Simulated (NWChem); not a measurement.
Molecule: SiH2, singlet; SMILES [SiH2]

Results from NWChem. Low-valent species are run as closed-shell singlets; no triplet was tried in these runs. The geometry was optimised at PBE0/def2-SVP. Gas phase, vertical.

PBE0/def2-SVPD, TDA puts singlet state 3 at 6.41 eV with oscillator strength 0.193.

Give the wavelength, the transition dipole and the radiative lifetime of that state in vacuum.


1. λ = 1239.84/6.41 = 193 nm, or 51700 cm⁻¹.
2. f = (2/3) ΔE μ² in atomic units, so μ = √(1.5 f/ΔE) = 1.11 a.u. = 2.82 D.
3. τ = 1.499 s cm⁻² / (f ν²) = 2.9 ns, for a non-degenerate state that emits at the vertical energy; a higher state like this one mostly decays faster by other paths.
